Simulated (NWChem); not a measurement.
**A calculation on formic acid (CH2O2)**

SMILES: C(O)=O
```xyz
5

O      0.7441     0.8276     0.0000
C      0.1773    -0.3776     0.0000
O     -1.0006    -0.5842     0.0000
H      0.0245     1.4806     0.0000
H      0.9640    -1.1615     0.0000
```
Charge 0, spin multiplicity 1.

Program: NWChem. Structure: optimised with PBE0/def2-SVP, a minimum by its harmonic frequencies. It is one conformer; others weren't searched.

Symmetry labels belong to the abelian group Cs used in the runs, with the axes of the coordinates shown.

B3LYP has NWChem's definition, with VWN1-RPA local correlation.

Task: List the lowest 4 singlet excitations that TD-B3LYP/def2-SVPD, VWN1-RPA local correlation gives, with oscillator strengths.

Result: 
```csv
state,symmetry,energy (eV),wavelength (nm),f
1,a",5.84,212,0.001
2,a',7.56,164,0.034
3,a',8.33,149,0.053
4,a",8.50,146,0.003
```
